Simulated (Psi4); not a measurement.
**OH− (SMILES [OH-]) at OMP2/aug-cc-pVTZ**

Aim: the vertical ionisation energy of OH− at OMP2/aug-cc-pVTZ, from 2 runs. 

The results are computed with Psi4 1.11.

1 further run of the same task is left out (set aside as unsound or not needed).

### Step 1. The molecule

The species is OH− (2 atoms), meant as a singlet with charge -1. As SMILES, `[OH-]`. Geometry: relaxed at PBE0-D4/def2-TZVPD.

Bond lengths: O1–H2 0.964 Å.

### Step 2. The energy at OMP2/aug-cc-pVTZ

ho.json

```json
{
 "schema_name": "qcschema_input",
 "schema_version": 1,
 "molecule": {
  "schema_name": "qcschema_molecule",
  "schema_version": 2,
  "symbols": ["O", "H"],
  "geometry": [0.77818922, -0.2490659, 0.4015668, -0.77818922, 0.2490659, -0.4015668],
  "molecular_charge": -1,
  "molecular_multiplicity": 1,
  "fix_symmetry": "c1",
  "fix_com": true,
  "fix_orientation": true
 },
 "driver": "energy",
 "model": {
  "method": "omp2",
  "basis": "aug-cc-pVTZ"
 },
 "keywords": {
  "puream": true,
  "e_convergence": 1e-09,
  "d_convergence": 1e-08,
  "scf_type": "pk",
  "num_frozen_docc": 1
 }
}
```

Run with:

```bash
$ psi4 --qcschema ho.json -n 1 --memory 1600MB
```

stdout, shortened:

```text
[...]
                   'protocols': {'error_correction': {'default_policy': True, 'policies': None},
                                 'native_files': 'none',
[...]
  Running in c1 symmetry.
[...]
  Nuclear repulsion =    4.393567041470713
[...]
  Multiplicity = 1
[...]
  Nalpha       = 5
  Nbeta        = 5
[...]
    Number of basis functions: 69
[...]
   @RHF iter   1:   -75.21014757854999   -5.56442e-01   9.94420e-03 ADIIS/DIIS
[...]
   @RHF iter  10:   -75.41219498837408   -1.65272e-11   4.79576e-09 DIIS
[...]
    Orbital Energies [Eh]
    ---------------------
    Doubly Occupied:
       1A    -20.186844     2A     -0.902899     3A     -0.251617
       4A     -0.108868     5A     -0.108868
[...]
  @RHF Final Energy:   -75.41219498837408
   => Energetics <=
    Nuclear Repulsion Energy =              4.3935670414707131
    One-Electron Energy =                -116.4933336444340739
    Two-Electron Energy =                  36.6875716145892738
    Total Energy =                        -75.4121949883740825
[...]
 Multipole Moments:
 ------------------------------------------------------------------------------------
     Multipole            Electronic (a.u.)      Nuclear  (a.u.)        Total (a.u.)
 ------------------------------------------------------------------------------------
 L = 1.  Multiply by 2.5417464519 to convert [e a0] to [Debye]
 Dipole X            :         -6.5567889            5.4473245           -1.1094644
 Dipole Y            :          2.0985546           -1.7434613            0.3550933
 Dipole Z            :         -3.3834814            2.8109676           -0.5725138
 Magnitude           :                                                    1.2979886
[...]
	Warning: cc_lambda option is changed to TRUE
	For this residual convergence, default PCG convergence is:     1.00e-07
[...]
	DF-MP2 Total Energy (a.u.)         :   -75.70220757655541
[...]
	DF-MP2 Total Energy (a.u.)         :   -75.70876689155786
[...]
	DF-OMP2 Total Energy (a.u.)        :   -75.70876689155793
[...]
```

The result, in JSON:

```text
{
 "driver": "energy",
 "model": {
  "method": "omp2",
  "basis": "aug-cc-pVTZ"
 },
 "success": true,
 "return_result": -75.70876689155793,
 "properties": {
  "calcinfo_nbasis": 69,
  "calcinfo_nmo": 69,
  "calcinfo_nalpha": 5,
  "calcinfo_nbeta": 5,
  "calcinfo_natom": 2,
  "nuclear_repulsion_energy": 4.393567041470713,
  "return_energy": -75.70876689155793,
  "scf_one_electron_energy": -116.49333364443407,
  "scf_two_electron_energy": 36.687571614589274,
  "scf_dipole_moment": [-1.109464384719411, 0.35509325803570646, -0.5725137938632816],
  "scf_total_energy": -75.41219498837408,
  "scf_iterations": 10,
  "mp2_singles_energy": 0.0,
  "mp2_doubles_energy": -0.29001258818133013,
  "mp2_correlation_energy": -0.2900125881813267,
  "mp2_total_energy": -75.70220757655541
 }
}
```

Run time: 8.4 s. Hardware: 1 thread of Intel Xeon Platinum 8175M at 2.50GHz (Skylake/Cascade Lake), shared host; peak memory 0.26 GiB.

### Step 3. Doublet neutral OH at the same level

ho.dat

```
memory 1.6 GB

molecule {
  0 2
  O
  H 1 R2

  R2 = 0.963549
  symmetry c1
  no_reorient
  no_com
}

set basis aug-cc-pVTZ
set reference uhf
set puream true
set e_convergence 1e-09
set d_convergence 1e-08
set scf_type pk
set num_frozen_docc 1
set maxiter 200

E, wfn = energy("omp2", return_wfn=True)
```

Run with:

```bash
$ psi4 ho.dat ho.out -n 1
```

ho.out, shortened:

```text
[...]
  Running in c1 symmetry.
[...]
  Nuclear repulsion =    4.393567618626557
[...]
  Multiplicity = 2
[...]
  Nalpha       = 5
  Nbeta        = 4
[...]
    Number of basis functions: 69
[...]
   @UHF iter   1:   -75.39793036549901   -7.44224e-01   3.34324e-03 DIIS/ADIIS
[...]
   @UHF iter  11:   -75.42182508032006   -2.35190e-11   8.30946e-09 DIIS
[...]
   @S^2 Observed:                7.570009831E-01
[...]
  @UHF Final Energy:   -75.42182508032006
   => Energetics <=
    Nuclear Repulsion Energy =              4.3935676186265571
    One-Electron Energy =                -112.7028417214599614
    Two-Electron Energy =                  32.8874490225133371
    Total Energy =                        -75.4218250803200618
  UHF NO Occupations:
  HONO-2 :    3  A 1.9992326
  HONO-1 :    4  A 1.9978819
[...]
 Multipole Moments:
 ------------------------------------------------------------------------------------
     Multipole            Electronic (a.u.)      Nuclear  (a.u.)        Total (a.u.)
 ------------------------------------------------------------------------------------
 L = 1.  Multiply by 2.5417464519 to convert [e a0] to [Debye]
 Dipole X            :         -0.0000000            0.0000000           -0.0000000
 Dipole Y            :         -0.0000000            0.0000000           -0.0000000
 Dipole Z            :         -0.1585512            0.8494810            0.6909299
 Magnitude           :                                                    0.6909299
[...]
	Warning: cc_lambda option is changed to TRUE
	For this residual convergence, default PCG convergence is:     1.00e-07
[...]
	DF-SCS-MP2 Total Energy (a.u.)     :   -75.62569002254465
	DF-SOS-MP2 Total Energy (a.u.)     :   -75.62540936709506
[...]
	DF-SCS-OMP2 Total Energy (a.u.)    :   -75.62733390928982
	DF-SOS-OMP2 Total Energy (a.u.)    :   -75.61105369129305
	DF-SCS(N)-OMP2 Total Energy (a.u.) :   -75.50596662342302
[...]
	DF-OMP2 Total Energy (a.u.)        :   -75.62805324213382
[...]
```

It took 14 s on 1 thread of Intel Xeon Platinum 8175M at 2.50GHz (Skylake/Cascade Lake), shared host; peak memory 0.25 GiB.

### Step 4. Outcome

At OMP2/aug-cc-pVTZ, 1 core orbital frozen:

```
                                                                      quantity         value
                                                     singlet OH−: total energy  -75.70877 Eh
                              singlet OH−: HOMO energy (Hartree–Fock orbitals)      -2.96 eV
                              singlet OH−: LUMO energy (Hartree–Fock orbitals)       4.86 eV
            singlet OH−: HOMO–LUMO gap (to an unbound level, set by the basis)       7.82 eV
                       singlet OH−: correlation energy (1 core orbital frozen)    -296.6 mEh
                                              doublet neutral OH: total energy  -75.62805 Eh
doublet neutral OH: HOMO energy (Hartree–Fock orbitals) (highest over α and β)     -13.99 eV
 doublet neutral OH: LUMO energy (Hartree–Fock orbitals) (lowest over α and β)       0.81 eV
                doublet neutral OH: correlation energy (1 core orbital frozen)    -206.2 mEh
                         doublet neutral OH: ⟨S²⟩ of the reference determinant         0.757
                           vertical detachment energy (to the doublet neutral)      2.196 eV
```

**Reading.** Removing an electron at fixed nuclei costs 2.20 eV (212 kJ/mol).
